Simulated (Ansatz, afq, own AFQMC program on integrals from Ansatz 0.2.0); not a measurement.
# C$_{2}$H$_{2}$, singlet: energetics from AFQMC and coupled cluster

```tsv
atom	x (Å)	y (Å)	z (Å)
C	0.0000	0.0000	0.5985
C	0.0000	0.0000	-0.5985
H	0.0000	0.0000	1.6632
H	0.0000	0.0000	-1.6632
```

Geometry: a PBE0/def2-TZVP stationary point, not shown to be a minimum. Basis cc-pVDZ. Noble-gas cores (and the filled d shells of Ga–Kr and In–Xe) are frozen. Integrals, coupled cluster, full CI and functionals: Ansatz 0.2.0; the random walks run on the same integrals in our own AFQMC program. The CISD trial takes its coefficients from CCSD amplitudes. Released means that phaseless walkers are propagated on without the constraint, phases kept. Uncertainties: one standard error, sampling alone.

Best estimates are CCSD(T) at the basis-set limit (def2-TZVPP/QZVPP) plus the step from CCSD(T) to the highest rung at hand in cc-pVDZ, named in the table (released AFQMC can keep some 10 meV of bias). No zero-point, core-correlation or spin–orbit terms. Other levels are in cc-pVDZ, the functionals in def2-TZVP; a dash marks a level that is missing or breaks spin symmetry for a member.

Cautions: C₂H₂⁺ (doublet): the ph-AFQMC/CISD walk drifts between its halves (2.2 errors).

```csv
process,B2PLYP (kJ/mol)
"to charge +1, doublet (vertical)",1098
to free atoms,1679
```

Q: From these values, estimate the best estimates.

A: 
```
                         process  best estimate (kJ/mol)  highest rung
to charge +1, doublet (vertical)                    1114      CCSDT(Q)
                   to free atoms                    1690      CCSDT(Q)
```

Errors against the best estimates in kJ/mol, in the same order:

```
        level  error, 1  error, 2
          MP2       -13      -100
      CCSD(T)       -28      -142
ph-AFQMC/CISD   -27 ± 2  -140 ± 2
  CCSD(T)/CBS         0        -2
          PBE       -12        43
       r2SCAN       -28        -8
         PBE0       -25        -1
        B3LYP       -17        -6
      wB97M-V       -24        -1
       B2PLYP       -16       -11
```

Cost at the first geometry: PBE0/cc-pVDZ, 0.33 s on 1 thread of Intel(R) Xeon(R) 6975P-C (Granite Rapids) (shared host); RCCSD(T)/cc-pVDZ, 0.21 s on 1 thread of Intel(R) Xeon(R) 6975P-C (Granite Rapids), on a shared host; CCSD(T)/def2-QZVPP, 8.5 s on 1 thread of Intel(R) Xeon(R) 6975P-C (Granite Rapids) (shared host); CCSDT(Q), 1.6 s on 1 thread of Intel(R) Xeon(R) 6975P-C (Granite Rapids), on a shared host; ph-AFQMC/CISD with release, 2.3 min on 1 thread of Intel(R) Xeon(R) 6975P-C (Granite Rapids), with other jobs on the host.

Best estimates are given only where the step beyond CCSD(T) is under 0.3 eV and no member's determinant is very poor (T1 over 0.05, or 0.07 for open shells, ⟨S²⟩ too high by 0.3, two states mixed), so the hardest cases are missing from such tables.

The functionals ran in a triple-zeta set and keep a basis error of their own, a few kJ/mol for each bond in atomization energies and more for double hybrids, so close places among them and the extrapolated levels can swap.

CCSDT and higher add their correlation energy to the determinant of the CCSD(T) run, since their own runs factorise the integrals more tightly (a shift of under 2 meV). Each member of a difference takes its own highest rung, so a best estimate needn't equal the limit plus the step of one row. A walk keeps the symmetry of its determinant, which the program's search chose and which needn't be the lowest solution, so a lower state of the same spin and another symmetry isn't excluded.
